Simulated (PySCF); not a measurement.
# C3H6F2 (1,3-difluoropropane) at 6 levels

We compute a comparison of 6 runs (B3LYP/cc-pVDZ, M06-2X/cc-pVDZ, M06-L/cc-pVDZ, PBE0/cc-pVDZ, wB97X/cc-pVDZ, CCSD(T)/cc-pVDZ) of C3H6F2 (1,3-difluoropropane). The job is set up through a Python script.

The calculation is run with PySCF 2.14.0.

2 further runs of the same task are left out: 2 set aside as unsound or not needed.

## (1) Starting point

C3H6F2: 11 atoms, total charge 0, spin state singlet. SMILES: `FCCCF`. Geometry: relaxed at PBE0-D4/def2-TZVP. This is one conformer, not always the lowest.

Bond lengths: F1–C2 1.383 Å, C2–C3 1.509 Å, C3–C4 1.507 Å, C4–F5 1.386 Å, C2–H6 1.096 Å, C2–H7 1.093 Å, C3–H8 1.093 Å, C3–H9 1.095 Å, C4–H10 1.095 Å, C4–H11 1.093 Å. Some angles: F1–C2–C3 109.8°, C2–C3–C4 112.4°, C3–C4–F5 110.3°, F1–C2–H6 107.7°, F1–C2–H7 107.9°, C3–C2–H6 111.1°, C3–C2–H7 111.3°, C2–C3–H8 109.6°, C2–C3–H9 109.3°, C4–C3–H8 109.6°.

## (2) A single-point energy at B3LYP/cc-pVDZ (run 1)

Input file job.py:

```python
# FCCCF
from pyscf import gto, dft

mol = gto.M(
    atom='''
F   -1.964400   1.432700  -0.107100
C   -0.715300   1.000700   0.300600
C   -0.375000  -0.298800  -0.387800
C    0.967500  -0.838200   0.034700
F    1.975600   0.040200  -0.331200
H   -0.744500   0.875300   1.388600
H    0.008000   1.781800   0.054100
H   -0.388200  -0.154300  -1.471600
H   -1.138100  -1.046200  -0.147100
H    1.026200  -0.968100   1.120800
H    1.173400  -1.798000  -0.445900
''',
    max_memory=1860,
    basis='cc-pvdz',
    spin=0,
    verbose=3,
)

myscf = dft.RKS(mol)
myscf.xc = 'b3lyp'
myscf.grids.level = 5
myscf.conv_tol = 1e-10
myscf.kernel()
if not myscf.converged:
    myscf = myscf.newton().run(myscf.mo_coeff, myscf.mo_occ)

etot = myscf.e_tot
print('Final energy', etot)
```

Run with:

```sh
OMP_NUM_THREADS=1 python job.py
```

The log of the run:

```text
converged SCF energy = -317.613491264064
Final energy -317.61349126406424
```

Wall time 25 s (1 thread of Intel Xeon at 2.70GHz, shared host); peak memory 0.52 GiB.

## (3) The energy at M06-2X/cc-pVDZ (run 2)

Input file calc.py:

```python
from pyscf import gto, dft

mol = gto.M(
    atom='''
F     -1.964400     1.432700    -0.107100
C     -0.715300     1.000700     0.300600
C     -0.375000    -0.298800    -0.387800
C      0.967500    -0.838200     0.034700
F      1.975600     0.040200    -0.331200
H     -0.744500     0.875300     1.388600
H      0.008000     1.781800     0.054100
H     -0.388200    -0.154300    -1.471600
H     -1.138100    -1.046200    -0.147100
H      1.026200    -0.968100     1.120800
H      1.173400    -1.798000    -0.445900
''',
    verbose=3,
    charge=0,
    max_memory=1860,
    basis='cc-pvdz',
)

mf = dft.RKS(mol)
mf.xc = 'm06-2x'
mf.conv_tol = 1e-10
mf.grids.level = 5
mf.kernel()
if not mf.converged:
    mf = mf.newton().run(mf.mo_coeff, mf.mo_occ)

e_final = mf.e_tot
print('E(%s) = %.9f' % ('M06-2X', e_final))
```

Run with:

```sh
OMP_NUM_THREADS=1 python calc.py
```

The log of the run:

```text
converged SCF energy = -317.49057891758
E(M06-2X) = -317.490578918
```

It took 52 s on 1 thread of Intel Xeon at 2.70GHz, shared host; peak memory 0.57 GiB.

Runs 3 to 5 aren't shown in full; the table further down has their settings and results.

## (4) A single-point energy at CCSD(T)/cc-pVDZ (run 6)

Input file input.xyz:

```xyz
11
C3H6F2
F     -1.964400     1.432700    -0.107100
C     -0.715300     1.000700     0.300600
C     -0.375000    -0.298800    -0.387800
C      0.967500    -0.838200     0.034700
F      1.975600     0.040200    -0.331200
H     -0.744500     0.875300     1.388600
H      0.008000     1.781800     0.054100
H     -0.388200    -0.154300    -1.471600
H     -1.138100    -1.046200    -0.147100
H      1.026200    -0.968100     1.120800
H      1.173400    -1.798000    -0.445900
```

Input file run.py:

```python
from pyscf import gto, scf, cc

system = gto.Mole()
system.atom = 'input.xyz'
system.basis = 'cc-pvdz'
system.verbose = 3
system.spin = 0
system.max_memory = 1860
system.charge = 0
system.build()

mf = scf.RHF(system)
mf.conv_tol = 1e-10
mf.kernel()
if not mf.converged:
    mf = mf.newton().run(mf.mo_coeff, mf.mo_occ)

mycc = cc.CCSD(mf, frozen=5)
mycc.kernel()
e_t = mycc.ccsd_t()
e_tot = mycc.e_tot + e_t
print('E = %.10f Eh' % e_tot)
```

Run with:

```sh
OMP_NUM_THREADS=1 python run.py
```

The log of the run:

```text
converged SCF energy = -315.981282568867
E(CCSD) = -316.8188328244617  E_corr = -0.8375502555946195
CCSD(T) correction = -0.018984549367098
E = -316.8378173738 Eh
```

Wall time 70 s (1 thread of Intel Xeon at 2.70GHz, shared host); peak memory 0.78 GiB.

## (5) The series

| run | level | integration grid | frozen core orbitals | energy (Eh) | dipole moment (D) of the reference | HOMO energy (eV) | LUMO energy (eV) | wall time |
| --- | --- | --- | --- | --- | --- | --- | --- | --- |
| 1 | B3LYP/cc-pVDZ | 5 | – | -317.613491 | 1.79 | -8.77 | 1.48 | 25 s |
| 2 | M06-2X/cc-pVDZ | 5 | – | -317.490579 | 1.89 | -10.65 | 2.62 | 52 s |
| 3 | M06-L/cc-pVDZ | 5 | – | -317.574430 | 1.80 | -7.72 | 1.67 | 52 s |
| 4 | PBE0/cc-pVDZ | 5 | – | -317.282429 | 1.83 | -9.06 | 1.83 | 35 s |
| 5 | wB97X/cc-pVDZ | 5 | – | -317.541710 | 1.86 | -11.54 | 3.99 | 41 s |
| 6 | CCSD(T)/cc-pVDZ | – | 5 | -316.837817 | 2.20 | -13.33 | 4.78 | 70 s |

## (6) Results

| quantity | value |
| --- | --- |
| run 6: total energy | -316.83782 Eh |
| run 6: dipole moment (Hartree–Fock density) | 2.20 D |
| run 6: HOMO energy (Hartree–Fock orbitals) | -13.33 eV |
| run 6: LUMO energy (Hartree–Fock orbitals) | 4.78 eV |
| run 6: HOMO–LUMO gap (Hartree–Fock orbitals) | 18.12 eV |
| run 6: correlation energy (5 core orbitals frozen) | -856.5 mEh |
| run 6: (T) correction | -18.98 mEh |
| run 6: T1 diagnostic | 0.010 |

Over runs 1, 2, 3, 4, 5 the dipole moment (its size) runs from 1.79 D (B3LYP/cc-pVDZ) to 1.89 D (M06-2X/cc-pVDZ). Over runs 1, 2, 3, 4, 5 the HOMO–LUMO gap runs from 9.39 eV (M06-L/cc-pVDZ) to 15.53 eV (wB97X/cc-pVDZ). Totals of different functionals can't be ranked against each other. All runs together took 4.6 min, the longest 70 s.
